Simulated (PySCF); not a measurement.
Calculation: B3LYP-D3(BJ)/def2-TZVP // PBE0-D4/def2-TZVP (PySCF). Gas-phase values, no solvent. B3LYP has the VWN-RPA correlation part, as in Gaussian. 

Reference species (SMILES): `[AlH][SiH3]` (neutral, multiplicity 2).

| Quantity | Value |
|---|---|
| dipole moment | 0.58 D |

Changed species: `[SiH3]` (radical fragment; the reference has radical fragment).

Give the shifts of the dipole moment.

the dipole moment drops by 0.51 D, to 0.07 D.
